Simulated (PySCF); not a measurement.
Isomers of C5H8O, one GFN2-xTB conformer each. Single-point energies are computed at PBE0/pcSseg-1 (PySCF, gas phase, no added dispersion term), electronic only.

Question: Rank them by PBE0/pcSseg-1 energy, lowest first (kcal/mol).
A. `[CH3:1][O:2][C:3]1([CH3:4])[CH:5]=[CH:6]1` with C1–O2–C3–C4 179°
B. `[CH2:1]=[C:2]([CH3:3])[CH2:4][CH:5]=[O:6]` with C1–C2–C4–C5 -98°, C2–C4–C5–O6 -103°
C. `[CH2:1]=[CH:2][C:3](=[O:4])[CH2:5][CH3:6]` with C1–C2–C3–O4 4°, C2–C3–C5–C6 -179°
D. `[OH:1][CH2:2][CH2:3][C:4]1=[CH:5][CH2:6]1` with H–O1–C2–C3 55°, O1–C2–C3–C4 -68°, C2–C3–C4–C5 110°

Answer: C (0.0), B (6.1), D (47.8), A (53.0).

As drawn, the lowest has a C=O bond, which the highest lacks; the highest has a three-membered ring, which the lowest lacks. GFN2-xTB itself gives, in the same order: 0.0, 2.8, 36.4, 36.4. Both levels put the same isomer lowest; measured from each level's own lowest isomer, the values differ by up to 16.6 kcal/mol (COC1(C)C=C1: 36.4 against 53.0).

Q: Which frontier levels, dipoles and rotational constants go with these structures?

A: 
| SMILES | HOMO (eV, PBE0/pcSseg-1) | LUMO (eV) | dipole (D) | A, B, C (MHz) |
| --- | --- | --- | --- | --- |
| C=CC(=O)CC | -7.33 | -1.58 | 2.67 | 9562, 2143, 1790 |
| C=C(C)CC=O | -7.21 | -0.92 | 2.40 | 6337, 2430, 2022 |
| OCCC1=CC1 | -7.11 | 0.10 | 1.25 | 7238, 2219, 2091 |
| COC1(C)C=C1 | -6.74 | -0.11 | 1.61 | 5358, 3588, 2547 |
